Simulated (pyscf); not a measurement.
F–SiH₂–O–SiH₂–F + H₂ -> F–SiH₂–O–SiH₃ + HF (four-centre exchange; singlet surface; F–Si, H–H broken, H–Si, F–H formed). PySCF, gas phase, ωB97X-D3(BJ)/def2-SVP geometries. Energies in kcal/mol from the separated reactants.

```csv
level,barrier,reaction energy
ωB97X-D3(BJ)/def2-TZVP,59.6,+32.4
B3LYP-D3(BJ)/def2-TZVP,60.1,+33.2
PBE0-D3(BJ)/def2-TZVP,56.2,+30.8
M06-2X/def2-TZVP,62.8,+34.7
ωB97M-D3(BJ)/def2-TZVP,…,+32.6
HF/def2-TZVP,…,…
```

**Question.** Fill in the missing entries.

**Answer.** 
- ωB97M-D3(BJ)/def2-TZVP, barrier: 59.5
- HF/def2-TZVP, barrier: 79.3
- HF/def2-TZVP, reaction energy: +32.0

The functionals in the table span 6.7 kcal/mol in this barrier, from PBE0-D3(BJ) to M06-2X. On the product side the descent ends in a complex (not fully relaxed), 5.0 kcal/mol under the separated species and 32.1 kcal/mol under the saddle at ωB97X-D3(BJ)/def2-TZVP. This is the saddle that the search found; another between the same sides may lie lower.
